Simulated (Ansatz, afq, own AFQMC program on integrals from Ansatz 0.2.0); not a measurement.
**Where AFQMC and coupled cluster stand for Al$_{2}$H$_{3}$, doublet**

```xyz
5

Al    0.0000    0.0000    1.4921
Al    0.0000    0.0000   -1.5419
H     0.0000    1.4042    2.2311
H     0.0000   -1.4042    2.2311
H     0.0000    0.0000   -3.1313
```

Connectivity, by distances: AlH2 ··· AlH.

Basis cc-pVDZ. Only valence electrons are correlated. Ansatz 0.2.0 and our own AFQMC program on the same integrals; the CISD trial comes from CCSD amplitudes, and released means the phaseless constraint is let go. Free AFQMC starts from the CCSD state and is never constrained. Its projection time is finite, and what remains of the start isn't in its error. ± is one standard error of the sampling.

Determinant: UHF, the one that the program's search chose, which needn't be the lowest solution. The geometry is a point of a scan.

No full CI on the walks' own integrals is used here; CCSDT(Q) serves as the reference and is uncertain by about the last step of the cluster series.

Cautions: higher spins were not checked; raised T1 diagnostic (T1 0.042, weight of the determinant 0.85, largest double 0.09); unrestricted determinant slightly spin contaminated (⟨S²⟩ 0.80 against 0.75).

The T1 diagnostic is 0.0425 and the weight of the determinant in the CISD state is 0.848. The ⟨S²⟩ of the determinant is 0.802. The size of the correlated space is 9 electrons in 41 orbitals.

```
  level  correlation energy (eV)
    MP2                  -3.1414
   CCSD                  -4.2155
CCSD(T)                  -4.3407
```

(1) Estimate where free-projection AFQMC lies against CCSD(T) on the same integrals.

(1) 52.8 ± 16.7 meV below CCSD(T).

Reference: CCSDT(Q), correlation energy -4.399 eV. The released energy is read at 2.40 1/Eh (meV from the phaseless value at times in 1/Eh: -6 ± 10 at 0.24, -9 ± 10 at 0.51, -14 ± 10 at 0.99, -17 ± 11 at 1.62, -24 ± 14 at 2.40).

```json
{"level": "CCSD(T)", "E − E(reference) (meV)": "58.3", "share of correlation (%)": "98.67"}
{"level": "CCSDT", "E − E(reference) (meV)": "7.9", "share of correlation (%)": "99.82"}
{"level": "ph-AFQMC/HF", "E − E(reference) (meV)": "-23.2 ± 46.6", "share of correlation (%)": "100.53"}
{"level": "ph-AFQMC/CISD", "E − E(reference) (meV)": "33.9 ± 8.9", "share of correlation (%)": "99.23"}
{"level": "released AFQMC", "E − E(reference) (meV)": "9.8 ± 14.2", "share of correlation (%)": "99.78"}
{"level": "free AFQMC", "E − E(reference) (meV)": "5.5 ± 16.7", "share of correlation (%)": "99.87"}
```

Free projections are given only where their last times agree within the noise and don't stop above the reference; a slow remainder of the start can still hide under it. A walk keeps the symmetry of its determinant, which the program's search chose and which needn't be the lowest solution, so a lower state of the same spin and another symmetry isn't excluded. Released energies are given only where the last usable release times agree within the noise; a slower fall can still hide under it.
